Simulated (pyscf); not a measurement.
Al–Cl [singlet] + hydrogen (H₂) → H₂Al–Cl, an insertion (singlet surface; H–H broken, Al–H, Al–H formed). Structures and frequencies: ωB97X-D3(BJ)/def2-SVP in PySCF. Energies in kJ/mol from the separated reactants.

Small-basis levels: PySCF, no dispersion term, spherical d functions. AM1 to PM7: differences of heats of formation from MOPAC, which are fitted to 298 K values and so differ in kind from electronic energies by zero-point and thermal terms. 

```tsv
level	barrier	reaction energy
HF/STO-3G	489.5	-148.5
HF/3-21G	365.6	-41.0
MP2/6-31G*	311.9	-56.6
B3LYP/3-21G	292.8	-37.8
B3LYP/6-31G*	272.0	-59.3
M06-2X/6-31G*	282.3	-57.8
B3LYP/6-311+G**	263.6	-58.3
PBE/def2-SVP	220.1	-72.3
B3LYP/def2-SVP	247.7	-74.8
AM1	185.0	-53.7
PM3	206.1	+146.0
PM6	476.2	+243.8
ωB97M-D3(BJ)/def2-TZVP	272.6	-63.8
```

Against the last row the barrier runs from -87.6 (AM1) to +216.9 kJ/mol (HF/STO-3G). ωB97M-D3(BJ)/def2-TZVP has limits of its own. One saddle was located; it need not be the lowest between these sides. A restricted solution here is unstable towards spin polarisation, so biradical character is likely and single-reference numbers are less safe.
